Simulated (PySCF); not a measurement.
C2H5NO, SMILES CC(N)=O.

Geometry optimised at PBE-D3(BJ)/def2-SVP. A frequency run showed that this geometry is not a minimum. Other conformers were not sampled.

The numbers are results of PBE0/def2-TZVPD (PySCF), not measurements.

Symmetry labels are those of the subgroup Cs that the program uses (full group Cs).

Computed valence orbital energies around the gap with their symmetry:
| orbital | symmetry | energy (eV) |
|---|---|---|
| HOMO−7 | A' | -15.11 |
| HOMO−6 | A' | -13.30 |
| HOMO−5 | A" | -12.59 |
| HOMO−4 | A' | -11.49 |
| HOMO−3 | A' | -11.22 |
| HOMO−2 | A" | -10.47 |
| HOMO−1 | A" | -7.90 |
| HOMO | A' | -7.41 |
| LUMO | A' | 0.02 |
| LUMO+1 | A" | 0.40 |
| LUMO+2 | A' | 1.01 |
| LUMO+3 | A' | 1.49 |
